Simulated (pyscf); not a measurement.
Optimised with ωB97X-D3(BJ)/def2-SVP in PySCF.

Task: For HO–Zr(F)(F)–Cl + hydrogen fluoride (HF) → HO–Zr(F)(F)–F + hydrogen chloride (HCl), a four-centre exchange (singlet surface; Cl–Zr, F–H broken, F–Zr, Cl–H formed), PBE/def2-TZVP gives ΔE‡ = -15.5 kJ/mol and ΔE = -22.2 kJ/mol (zero: the separated reactants). In which direction and how far do r²SCAN/def2-TZVP, M06-2X/def2-TZVP, ωB97M-D3(BJ)/def2-TZVP move these?

Result: r²SCAN: ΔE‡ = -18.9 kJ/mol, ΔE = -19.6 kJ/mol; M06-2X: ΔE‡ = -4.4 kJ/mol, ΔE = -6.7 kJ/mol; ωB97M-D3(BJ): ΔE‡ = -2.3 kJ/mol, ΔE = -21.0 kJ/mol. PBE's barrier lies among them. Its reaction energy lies under all of them, by 1.2 to 15.6 kJ/mol. On the reactant side the descent ends in an adduct with a F–Zr contact (not fully relaxed), 40.5 kJ/mol under the separated species and 36.0 kJ/mol under the saddle at ωB97X-D3(BJ)/def2-TZVP. On the product side the descent ends in an adduct with a Cl–Zr contact, 31.8 kJ/mol under the separated species and 33.2 kJ/mol under the saddle at ωB97X-D3(BJ)/def2-TZVP. At PBE, r²SCAN, M06-2X, ωB97M-D3(BJ) the saddle lies under the separated reactants, which points to a path from their complex (located at ωB97X-D3(BJ) alone). What is counted as formed (F–Zr) is already present as a longer contact in the reactant adduct; forming that adduct is a step of its own. What is counted as broken (Cl–Zr) persists as a longer contact in the product adduct; parting that adduct is a step of its own. This is the saddle that the search found; another between the same sides may lie lower. Elements past Kr carry the def2 core potentials, without spin-orbit coupling.
